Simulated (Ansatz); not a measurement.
# C3H6F2S: up Jacob's ladder to CCSD(T)

Aim: compute C3H6F2S with functionals from several rungs and with coupled cluster. The yardstick is the atomisation energy at the CCSD(T) limit.

Computed with Ansatz 0.2.0, Gaussian basis. Level: functionals in def2-TZVPP, the program's frozen cores in correlated methods.

The runs, in order: LDA (SPW92), PBE-D4, revPBE-D4, BLYP-D4, r2SCAN-D4, B97M-V, PBE0-D4, B3LYP-D4, r2SCANh-D4, r2SCAN0-D4, HSE06-D4, BHLYP-D4, CAM-B3LYP-D4, LC-ωPBE, ωB97X-V, ωB97M-V, B2PLYP, PBE-QIDH; CCSD(T)/def2-SVP; CCSD(T)/def2-TZVPP; MP2/def2-QZVPP; extrapolation to the limit; RPA on PBE.

### Step 1. Structure used throughout

All runs share one geometry, relaxed beforehand with PBE0-D4 in a triple-zeta def2 set.

12 atoms, charge 0, spin multiplicity 1.

Atoms are counted from 1 here; the program's logs count them from 0.

Bond lengths: C1–S2 1.798 Å, C1–H7 1.090 Å, C1–H8 1.090 Å, C1–H9 1.089 Å, S2–C3 1.816 Å, C3–C4 1.502 Å, C3–F5 1.357 Å, C3–F6 1.362 Å, C4–H10 1.092 Å, C4–H11 1.089 Å, C4–H12 1.089 Å. Angles: S2–C1–H7 105.8°, S2–C1–H8 112.2°, S2–C1–H9 110.8°, H7–C1–H8 108.5°, H7–C1–H9 108.7°, H8–C1–H9 110.6°, C1–S2–C3 99.9°, S2–C3–C4 116.1°, S2–C3–F5 105.0°, S2–C3–F6 110.1°, C4–C3–F5 109.7°, C4–C3–F6 109.0°, F5–C3–F6 106.6°, C3–C4–H10 108.7°, C3–C4–H11 110.4°, C3–C4–H12 109.6°, H10–C4–H11 108.9°, H10–C4–H12 109.8° and more.

### Step 2. LDA

This LDA is Slater exchange with PW92 correlation.

in.yaml reads:

```yaml
crystal:
  periodic: [false, false, false]
  atoms:
    - {symbol: C, position_ang: [-1.038870, -0.886588, 1.265674]}
    - {symbol: S, position_ang: [0.667392, -0.332321, 1.384384]}
    - {symbol: C, position_ang: [0.727459, 0.796952, -0.036024]}
    - {symbol: C, position_ang: [0.562631, 0.166269, -1.389003]}
    - {symbol: F, position_ang: [1.942804, 1.395625, 0.043424]}
    - {symbol: F, position_ang: [-0.201401, 1.782136, 0.110433]}
    - {symbol: H, position_ang: [-1.226277, -1.468192, 2.168739]}
    - {symbol: H, position_ang: [-1.203932, -1.528140, 0.399805]}
    - {symbol: H, position_ang: [-1.720720, -0.036996, 1.249305]}
    - {symbol: H, position_ang: [0.637021, 0.945004, -2.150462]}
    - {symbol: H, position_ang: [-0.412666, -0.312331, -1.468769]}
    - {symbol: H, position_ang: [1.343358, -0.576620, -1.543504]}
basis:
  gaussian: {orbitals: def2-TZVPP}
hamiltonian: {xc: lda}
output: {orbitals: {seedname: orbitals}}
```

Run with:

```bash
$ ansatz run in.yaml --threads 4 --pin off --events-out ev --progress --plain --max-ram 10444MiB
```

The runs that follow: PBE-D4 (GGA); revPBE-D4 (GGA); BLYP-D4 (GGA); r2SCAN-D4 (meta-GGA); B97M-V (meta-GGA); B3LYP-D4 (hybrid); r2SCANh-D4 (hybrid); r2SCAN0-D4 (hybrid); HSE06-D4 (hybrid); BHLYP-D4 (hybrid); CAM-B3LYP-D4 (range-separated); LC-ωPBE (range-separated); ωB97X-V (range-separated); ωB97M-V (range-separated); B2PLYP (double hybrid); PBE-QIDH (double hybrid); CCSD(T) in def2-SVP; CCSD(T) in def2-TZVPP; MP2 in def2-QZVPP; RPA on PBE orbitals.

Before running them: what should the planned runs give, taken together? Wanted: atomisation energy, CCSD(T)/CBS; farthest beyond LDA; mean size of error, GGA; mean size of error, meta-GGA; mean size of error, hybrid; mean size of error, range-separated; mean size of error, double hybrid; gap, smallest and largest; T1 diagnostic.

The runs gave:

| quantity | value |
| --- | --- |
| atomisation energy, CCSD(T)/CBS | 4557.4 kJ/mol |
| functionals within 22.8 kJ/mol (0.5 %) | revPBE-D4, BLYP-D4, B97M-V, B3LYP-D4, r2SCANh-D4, CAM-B3LYP-D4, LC-ωPBE, ωB97X-V, PBE-QIDH |
| farthest beyond LDA | BHLYP-D4 (-166.1 kJ/mol) |
| mean size of error, GGA | 49.2 kJ/mol |
| mean size of error, meta-GGA | 21.8 kJ/mol |
| mean size of error, hybrid | 51.4 kJ/mol |
| mean size of error, range-separated | 16.3 kJ/mol |
| mean size of error, double hybrid | 36.6 kJ/mol |
| gap, smallest and largest | 5.08 eV (LDA (SPW92)), 12.57 eV (LC-ωPBE) |
| T1 diagnostic | 0.0114 |
| triples share of the correlation energy | 3.6 % |

**Reading.** The LDA atomisation energy is off by 762.7 kJ/mol (17 %): it overbinds. PBE-D4 is off by +135.0 kJ/mol. Double hybrids carry the basis error of their MP2 part in triple zeta, and no dispersion term here, so their miss is partly the set-up's. The rungs range-separated, meta-GGA miss on average by less than the doubt on the reference (22.8 kJ/mol), so they tie. The reference freezes the cores and leaves out relativity and excitations past (T), so misses under about 22.8 kJ/mol can't be ranked. Hartree-Fock recovers 72 % of the binding; the rest is correlation. CCSD(T) in def2-SVP is off by -230.7 kJ/mol, which most functionals beat. The gap grows from 5.1 to 12.6 eV across the functionals, mostly with the share of exact exchange.
